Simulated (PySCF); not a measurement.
hydrogen sulfide (H₂S), SMILES S. Geometry optimised at PBE-D3(BJ)/def2-TZVPD.

Computed equilibrium geometry at PBE-D3(BJ)/def2-TZVPD (PySCF confirms it by a frequency run) as bond lengths and angles, and its point group:
point group C2v.
Atoms: S1 H2 H3. Bonds (Å): S1–H2 1.353, S1–H3 1.353. Angles (°): H2–S1–H3 91.7.
